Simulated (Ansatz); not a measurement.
The first iterations of a band of BH$_{5}$NSi (8 atoms, charge 0, multiplicity 2).

The calculation used Ansatz, UKS B3LYP-D4/cc-pVDZ.

| Property | Result |
| --- | --- |
| movable images | 5 |
| climbing image | yes |
| spring | 5.0 eV/Å² |
| optimiser | quadratic models (default) |
| start path | IDPP |
| force threshold | 0.05 eV/Å |
| iteration limit | 60 |
| end points | relaxed |

First end point:

```xyz
8
Properties=species:S:1:pos:R:3
N -1.323 0.558 -1.138
B -0.018 0.414 -0.991
Si 0.567 -0.384 0.834
H -2.257 0.460 -0.769
H 0.850 0.695 -1.786
H -0.611 -0.706 1.701
H 1.353 -1.639 0.599
H 1.439 0.603 1.550
```

Last end point:

```xyz
8
Properties=species:S:1:pos:R:3
N -0.540 -0.217 -1.737
B -0.276 0.669 -0.793
Si 0.327 -0.147 1.019
H -0.601 -1.178 -2.039
H -0.346 1.874 -0.872
H -0.618 0.290 2.097
H 0.353 -1.643 0.973
H 1.701 0.352 1.352
```

| iteration | highest image above the first end (eV) | largest band force component (eV/Å) |
| --- | --- | --- |
| 1 | 0.113 | 0.819 |
| 2 | 0.057 | 0.618 |

**Question.** Does the band converge within its limit, and where does its top end?

**Answer.** The forces met the threshold. It ended after 6 iterations with the highest image 0.030 eV above the first end. A vibrational analysis at the climbing image gives one clearly imaginary mode, 96i cm⁻¹: a first-order saddle point.

The run took 48 s on 1 thread of AMD EPYC 9R45 (Zen 5), with other jobs on the host, peak memory 0.18 GiB.
